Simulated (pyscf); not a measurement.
Optimised with ωB97X-D3(BJ)/def2-SVP in PySCF.

**Question.** Estimate the classical barrier height and the reaction energy of HN=Ta(NH₂)(NH₂)–NH₂ (SMILES [NH]=[Ta]([NH2])([NH2])[NH2]) + SiH₄ (SMILES [SiH4]) -> H₂N–TaH(NH₂)(NH₂)–NH–SiH₃ (SMILES [NH2][TaH]([NH2])([NH2])[NH][SiH3]) at ωB97M-D3(BJ)/def2-TZVP. The step runs on the singlet surface, breaks H–Si and forms N–Si, H–Ta; take the separated reactants as zero.

**Answer.** ΔE‡ = 38.1 kJ/mol, ΔE = -61.4 kJ/mol. Zero-point energy shifts the barrier by +10.0 kJ/mol. It is an addition across a multiple bond or ene-type step, with an imaginary mode of 260i cm⁻¹. At the saddle there is also a short Si–Ta contact that neither side keeps. This is the saddle that the search found; another between the same sides may lie lower. Elements past Kr carry the def2 core potentials, without spin-orbit coupling.
